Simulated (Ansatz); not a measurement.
Write a Python script for the Ansatz DFT code, driven from Python that makes a rigid torsion scan of C3H5FS, SMILES C[C@@H]1S[C@H]1F. Level of theory (for the species named): PBE0, cc-pVDZ basis, multiplicity 1, D4 dispersion.

```xyz
10

C     1.2427    0.2543   -0.0523
C    -0.0309   -0.4094    0.3388
S    -0.8115   -1.4311   -0.8167
C    -1.3353    0.0819   -0.1948
F    -2.4149    0.0734    0.6699
H     2.0796   -0.4475    0.0271
H     1.4454    1.0932    0.6215
H     1.2217    0.6473   -1.0750
H    -0.0084   -0.7822    1.3547
H    -1.3884    0.9200   -0.8733
```

`run_torsion.py`
```python
'''Rigid torsion scan of C3H5FS.'''

import ansatz as az
from ase import Atoms

atoms = Atoms(['C', 'C', 'S', 'C', 'F', 'H', 'H', 'H', 'H', 'H'], positions=[
    [1.2427, 0.2543, -0.0523],
    [-0.0309, -0.4094, 0.3388],
    [-0.8115, -1.4311, -0.8167],
    [-1.3353, 0.0819, -0.1948],
    [-2.4149, 0.0734, 0.6699],
    [2.0796, -0.4475, 0.0271],
    [1.4454, 1.0932, 0.6215],
    [1.2217, 0.6473, -1.075],
    [-0.0084, -0.7822, 1.3547],
    [-1.3884, 0.92, -0.8733],
])

# relax first, so that the scan starts from a minimum
first = (
    az.Crystal.molecule_from_ase(atoms).calculation()
    .basis(gaussian='cc-pVDZ')
    .functional('pbe0', dispersion='d4')
    .relax(force_tolerance=0.02, max_steps=80)
)
atoms.positions = first.run().report['positions_ang']

start = atoms.get_dihedral(2, 1, 0, 5)
energies = {}
for turn in range(0, 121, 15):
    turned = atoms.copy()
    turned.set_dihedral(2, 1, 0, 5, start + turn, indices=[0, 5, 6, 7])
    model = (
        az.Crystal.molecule_from_ase(turned).calculation()
        .basis(gaussian='cc-pVDZ')
        .functional('pbe0', dispersion='d4')
    )
    energies[round((start + turn) % 360)] = model.run().report['free_energy_ev']
floor = min(energies.values())
print('dihedral S2-C1-C0-H5 (deg)   E - E(min) (kJ/mol)')
for angle, e in sorted(energies.items()):
    print(f'{angle:8d} {96.485332 * (e - floor):14.3f}  ' + '#' * int(30 * (e - floor) / max(max(energies.values()) - floor, 1e-9)))
```

Output of `python run_torsion.py`:
```text
dihedral S2-C1-C0-H5 (deg)   E - E(min) (kJ/mol)
      13          6.177  ###############
      28          1.911  ####
      43          0.167
     283          0.000
     298          1.747  ####
     313          6.000  ##############
     328         10.334  #########################
     343         12.209  ##############################
     358         10.473  #########################
```

The scan is rigid and the energies are electronic, in a modest basis. With rigid groups the curve can differ much from the relaxed path, the start wasn't checked as a minimum of this torsion, and equivalent turns needn't return to the same energy. It ran for 71 s on 1 thread of Arm Neoverse V1 (shared host), peak memory 0.28 GiB.

(Lines on the test bed's own set-up are left out of the output.)
